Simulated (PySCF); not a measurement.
Compound: pyridazine, C₄H₄N₂.
Atom-mapped SMILES: `[cH:1]1[cH:2][cH:3][n:4][n:5][cH:6]1` (hydrogens: H7 on C1; H8 on C2; H9 on C3; H10 on C6)

The same species was optimised twice, with GFN2-xTB and with PBE0-D3(BJ)/def2-SVP (PySCF), and the same property calculations (PySCF, gas phase) were run on both structures.

```json
{"coordinate": "N4–N5 (Å)", "GFN2-xTB": "1.299", "PBE0-D3(BJ)/def2-SVP": "1.316", "change": "+0.017"}
{"coordinate": "N5–C6 (Å)", "GFN2-xTB": "1.319", "PBE0-D3(BJ)/def2-SVP": "1.330", "change": "+0.011"}
{"coordinate": "C3–N4 (Å)", "GFN2-xTB": "1.319", "PBE0-D3(BJ)/def2-SVP": "1.329", "change": "+0.010"}
{"coordinate": "C1–C2 (Å)", "GFN2-xTB": "1.381", "PBE0-D3(BJ)/def2-SVP": "1.384", "change": "+0.003"}
{"coordinate": "C2–C3 (Å)", "GFN2-xTB": "1.394", "PBE0-D3(BJ)/def2-SVP": "1.397", "change": "+0.003"}
{"coordinate": "C1–C6 (Å)", "GFN2-xTB": "1.394", "PBE0-D3(BJ)/def2-SVP": "1.397", "change": "+0.003"}
{"coordinate": "C1–C6–N5 (°)", "GFN2-xTB": "122.8", "PBE0-D3(BJ)/def2-SVP": "123.4", "change": "+0.6"}
{"coordinate": "N4–N5–C6 (°)", "GFN2-xTB": "120.4", "PBE0-D3(BJ)/def2-SVP": "119.9", "change": "-0.5"}
{"coordinate": "C2–C3–N4 (°)", "GFN2-xTB": "122.8", "PBE0-D3(BJ)/def2-SVP": "123.4", "change": "+0.6"}
{"coordinate": "C3–N4–N5 (°)", "GFN2-xTB": "120.4", "PBE0-D3(BJ)/def2-SVP": "119.9", "change": "-0.5"}
{"coordinate": "C2–C1–C6 (°)", "GFN2-xTB": "116.7", "PBE0-D3(BJ)/def2-SVP": "116.7", "change": "0.0"}
{"coordinate": "C1–C2–C3 (°)", "GFN2-xTB": "116.7", "PBE0-D3(BJ)/def2-SVP": "116.7", "change": "0.0"}
```

Rotational constants: A = 6343, B = 6105, C = 3111 MHz (GFN2-xTB) against A = 6286, B = 6012, C = 3073 MHz (PBE0-D3(BJ)/def2-SVP). Point groups within 0.08 Å: C2v and C2v.

On the GFN2-xTB structure: HOMO (eV) -6.68 [PBE0/pcSseg-1]; LUMO (eV) -1.46 [PBE0/pcSseg-1]; dipole (D) 4.20 [PBE0/pcSseg-1]; GIAO shielding of C1/C2 (mean) (ppm) 57.1 [PBE0/pcSseg-1]; GIAO shielding of C3/C6 (mean) (ppm) 31.0 [PBE0/pcSseg-1]; GIAO shielding of N4/N5 (mean) (ppm) -205.0 [PBE0/pcSseg-1].

Question: What do these properties become on the PBE0-D3(BJ)/def2-SVP structure?

Answer: 
```csv
property,level,on GFN2-xTB,on PBE0-D3(BJ)/def2-SVP,change
HOMO (eV),PBE0/pcSseg-1,-6.68,-6.83,-0.15
LUMO (eV),PBE0/pcSseg-1,-1.46,-1.55,-0.09
dipole (D),PBE0/pcSseg-1,4.20,4.25,+0.05
"energy, GFN2-xTB geometry as zero (kcal/mol)",PBE0/pcSseg-1,0.0,-0.5,-0.5
GIAO shielding of C1/C2 (mean) (ppm),PBE0/pcSseg-1,57.1,55.9,-1.2
GIAO shielding of C3/C6 (mean) (ppm),PBE0/pcSseg-1,31.0,27.9,-3.1
GIAO shielding of N4/N5 (mean) (ppm),PBE0/pcSseg-1,-205.0,-213.0,-8.0
```

The heavy atoms differ by 0.010 Å rms after alignment. Among bonds between heavy atoms N4–N5 changes most (+0.017 Å). Changes are differences of the printed values. Neither structure is proved a minimum here.
